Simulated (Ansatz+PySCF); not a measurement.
Values are calculated unless marked as measured or tabulated.
## Several solutions for singlet H4O2 in separate pieces

| atom | x (Å) | y (Å) | z (Å) |
| --- | --- | --- | --- |
| O | 0.0000 | 0.0000 | -0.1197 |
| H | 0.0000 | 0.7542 | 0.4787 |
| H | 0.0000 | -0.7542 | 0.4787 |
| O | 30.0436 | 0.0027 | 0.1114 |
| H | 30.3744 | -0.4869 | -0.6486 |
| H | 29.2770 | 0.4651 | -0.2427 |

Basis set: cc-pVDZ (spherical functions). Charge 0, multiplicity 1.

CASSCF(2,2) was run from several starts with Ansatz (development build ahead of 0.2.0) and PySCF 2.14.0. The starts are those of the Hartree–Fock orbitals from which the active space was taken at the frontier.

| run | program | start | converged | energy (hartree) | <S²> |
| --- | --- | --- | --- | --- | --- |
| A | Ansatz | atomic start, no search | yes | -152.05294 | 0.00 |
| B | Ansatz | stability test followed | yes | -152.05294 | 0.00 |
| C | Ansatz | search for the lowest state | yes | -152.07404 | 0.00 |
| D | PySCF | program defaults | yes | -152.05294 | 0.00 |

Task: Which runs reached the lowest solution of this kind, and what is wrong with the others?

Result: C reached the lowest solution found. Converged but too high: A by 0.57 eV, B by 0.57 eV, D by 0.57 eV. Convergence only shows a stationary point; in CASSCF the end hangs on which orbitals enter the active space. Caution: other starts end on other solutions of this active space.
